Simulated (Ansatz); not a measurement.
The inner images of a band of C₂H₆FNOS (12 atoms, charge 0, multiplicity 1) are given out of order.

Computed with RKS B3LYP/6-31G* (Ansatz).

Initial state:

```xyz
12
Properties=species:S:1:pos:R:3
N -0.520 -2.105 0.039
C 0.328 -0.978 0.063
F 1.101 -0.850 -1.121
O -0.467 0.146 0.191
C 0.265 1.361 0.297
S -0.865 2.753 0.603
H 0.016 -2.949 -0.143
H -1.222 -1.995 -0.690
H 1.071 -1.064 0.869
H 0.943 1.331 1.161
H 0.851 1.533 -0.608
H -1.423 2.763 -0.626
```

Final state:

```xyz
12
Properties=species:S:1:pos:R:3
N -0.229 -2.221 -0.261
C 0.479 -1.003 -0.099
F 1.247 -0.784 -1.232
O -0.397 0.081 0.058
C 0.253 1.329 0.265
S -0.935 2.578 0.852
H -0.718 -2.455 0.599
H -0.925 -2.109 -0.997
H 1.168 -1.069 0.755
H 1.012 1.248 1.056
H 0.739 1.666 -0.654
H -1.618 2.684 -0.308
```

Task: Put them in order from the first end to the last, with their energies above the first end.
A.
```xyz
12
Properties=species:S:1:pos:R:3
N -0.481 -2.077 -0.104
C 0.369 -0.976 -0.006
F 1.210 -0.763 -1.132
O -0.437 0.146 0.133
C 0.265 1.370 0.280
S -0.892 2.690 0.770
H -0.081 -2.987 0.059
H -1.177 -2.035 -0.837
H 1.067 -1.109 0.832
H 1.002 1.304 1.092
H 0.781 1.635 -0.646
H -1.550 2.747 -0.407
```
B.
```xyz
12
Properties=species:S:1:pos:R:3
N -0.527 -2.098 -0.001
C 0.328 -0.978 0.058
F 1.159 -0.856 -1.085
O -0.463 0.152 0.145
C 0.267 1.366 0.261
S -0.850 2.732 0.707
H 0.008 -2.956 -0.092
H -1.162 -2.014 -0.792
H 1.028 -1.069 0.901
H 1.000 1.304 1.077
H 0.794 1.588 -0.670
H -1.504 2.774 -0.473
```
C.
```xyz
12
Properties=species:S:1:pos:R:3
N -0.239 -2.161 -0.438
C 0.466 -0.981 -0.122
F 1.275 -0.606 -1.198
O -0.420 0.073 0.132
C 0.219 1.332 0.326
S -0.986 2.587 0.864
H -0.284 -2.821 0.328
H -1.166 -1.965 -0.801
H 1.148 -1.144 0.725
H 0.963 1.272 1.132
H 0.719 1.653 -0.590
H -1.617 2.705 -0.324
```
D.
```xyz
12
Properties=species:S:1:pos:R:3
N -0.181 -2.192 -0.419
C 0.499 -0.976 -0.169
F 1.211 -0.608 -1.303
O -0.404 0.055 0.130
C 0.211 1.318 0.358
S -1.019 2.532 0.932
H -0.436 -2.651 0.450
H -1.033 -2.009 -0.947
H 1.231 -1.107 0.641
H 0.958 1.250 1.161
H 0.702 1.674 -0.550
H -1.661 2.658 -0.249
```
E.
```xyz
12
Properties=species:S:1:pos:R:3
N -0.363 -2.102 -0.283
C 0.409 -0.976 -0.054
F 1.265 -0.664 -1.141
O -0.434 0.121 0.135
C 0.245 1.359 0.298
S -0.928 2.655 0.812
H -0.141 -2.977 0.156
H -1.223 -2.016 -0.799
H 1.089 -1.130 0.796
H 0.987 1.295 1.106
H 0.753 1.646 -0.624
H -1.581 2.735 -0.368
```

Result: B (+0.2 kJ/mol), A (+7.0 kJ/mol), E (+16.2 kJ/mol), C (+7.9 kJ/mol), D (+4.2 kJ/mol).

The run took 100 s on 2 threads of Arm Neoverse V2, on a shared host, peak memory 0.24 GiB.
